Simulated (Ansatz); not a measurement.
Ansatz (a program for electronic structure) input (MP2/aug-cc-pVTZ): A basis named .json is the Basis Set Exchange file of that set (core-valence sets with the plain set on hydrogen).

Ansatz 0.2 input:
```yaml
crystal:
  periodic: [false, false, false]
  atoms:
    - {symbol: O, position_ang: [0.01545466, 0.72381182, -0.07020381]}
    - {symbol: O, position_ang: [-0.01124373, -0.72607760, -0.04190313]}
    - {symbol: H, position_ang: [0.80569804, 0.89668240, 0.46138431]}
    - {symbol: H, position_ang: [-0.83938551, -0.87855617, 0.43547118]}
basis:
  gaussian:
    orbitals: aug-cc-pVTZ
    fitting: {mean_field: def2-universal-jkfit, correlation: cc-pVDZ-RIFIT.json}
magnetization: {spin_polarized: false}
correlation: {method: mp2, electrons: outside_noble_gas}
```

Output:

```
Functional definition: HF
integrals: 0.03 GiB planned
190 factors; integrals over basis functions are off by at most 8.3e-1 eV
140 factors; integrals over basis functions are off by at most 1.0e0 eV
mean field: 0.17 GiB planned
mean field evaluation 1: about -4103.5392 eV, gradient 2.4e1 eV
mean field evaluation 2: about -4104.4070 eV, gradient 9.1e0 eV
mean field evaluation 4: about -4104.5395 eV, gradient 4.4e-1 eV
mean field evaluation 8: about -4104.5405 eV, gradient 2.2e-6 eV
mean field -4104.54050635 eV, -150.8390814510 hartree, gradient 2.2e-6 eV, S^2 0.000000; 0 other end points of the search recorded, 0 dependent functions left out
2 core orbitals not correlated
reference -4104.54050635 eV, -150.8390814510 hartree; 7, 7 occupied and 129, 129 virtual orbitals, 140 factors
second order -13.91087318 eV of doubles, -0.00000000 eV of singles
Total energy: -4118.45137954 eV, -151.3502966114 hartree
```
